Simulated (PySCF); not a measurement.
Ammonia, H3N, SMILES N (PBE0/def2-SVP optimised geometry):

```
4

N     -0.376    -0.316     0.000
H     -0.644     0.668     0.000
H     -0.644    -0.668     0.919
H      0.644    -0.316     0.000
```

Method: PBE0/def2-TZVP (PySCF).

Q: What are the frontier orbital energies and the dipole moment?

A: HOMO-2 -12.78 eV, HOMO-1 -12.78 eV, HOMO -7.69 eV, LUMO 1.01 eV, LUMO+1 3.28 eV; dipole moment 1.78 D.

Meta-Löwdin charges at PBE0/def2-TZVP: N1 -0.67, H2 0.22, H3 0.22, H4 0.22.
